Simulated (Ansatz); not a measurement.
Take Mo in the bcc (W type) structure (space group Im-3m, No. 229) as the base.

```
Mo
1.0
   -1.57530     1.57530     1.57530
    1.57530    -1.57530     1.57530
    1.57530     1.57530    -1.57530
Mo
1
Cartesian
  0.00000   0.00000   0.00000
```

The values are results of r2SCAN, PAW, 500 eV (Ansatz, an electronic-structure program; scalar-relativistic without spin-orbit coupling), not measurements.

One thing is altered: Cr takes the place of Mo on all its sites; the structure is relaxed again.

Measured lattice parameter a: Mo 3.141 Å (static lattice; corrected from measurement; as listed in Daniel Mejia-Rodriguez, S. B. Trickey, Phys. Rev. B (2018)); Cr 2.877 Å (static lattice; corrected from measurement; as listed in H. Levämäki et al., Physical Review B (2014)).

**Question.** How well does r2SCAN reproduce the measured shift?

**Answer.** With r2SCAN the lattice parameter a moves by -0.321 Å (3.151 → 2.829) against -0.264 Å measured.

Stability against distortions was not tested. Starting moments died away, wholly or in part, for Mo → Cr; another magnetic solution may exist. All final runs are without spin polarisation. Real Cr is antiferromagnetic at low temperature and ambient pressure, an order that this cell doesn't hold.
